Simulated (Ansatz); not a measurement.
PBE exchange is replaced step by step with exact exchange (0 % is PBE, 25 % PBE0; no dispersion term), basis def2-TZVPD, Ansatz. System: the cluster SiS₂⁻. The state is a doublet with charge -1. Geometry: PBE-D4/def2-TZVPD, each spin state at its own.

Geometry of the doublet:

```xyz
3

Si   -0.275   -0.368    0.270
S     1.599   -0.974   -0.223
S    -1.323    1.342   -0.046
```

At PBE-D4/def2-TZVPD the highest occupied level of the charge -1 doublet lies above zero (up to 0.01 eV). By energy differences its removal costs 2.68 eV (vertical, to the charge 0 singlet, at PBE-D4/def2-TZVPD); a positive level beside a positive removal energy at the same level points to self-interaction error. At PBE-D4/def2-TZVPD, PBE with 5 % exact exchange/def2-TZVPD, PBE with 10 % exact exchange/def2-TZVPD, PBE with 15 % exact exchange/def2-TZVPD and others the highest occupied level of the charge -1 quartet lies above zero (up to 1.67 eV). It is a level of α spin, whose loss leaves a triplet; that state wasn't run at this geometry and level. The electron is either unbound and held by the finite basis, or the level is raised by self-interaction error. The structure comes from a short search, and lower isomers may exist.

HOMO and LUMO are taken over both spins.

```csv
exact exchange (%),HOMO (eV),LUMO (eV),gap (eV),⟨S²⟩,quartet − doublet (kJ/mol)
0,0.01,0.97,0.96,0.754,262.2
5,-0.19,1.13,1.32,0.755,263.3
10,-0.40,1.28,1.68,0.755,264.4
15,-0.60,1.44,2.04,0.756,265.5
25,-1.02,1.75,2.77,0.757,267.7
35,-1.45,2.06,3.51,0.759,269.7
50,-2.10,2.51,4.61,0.761,272.5
```
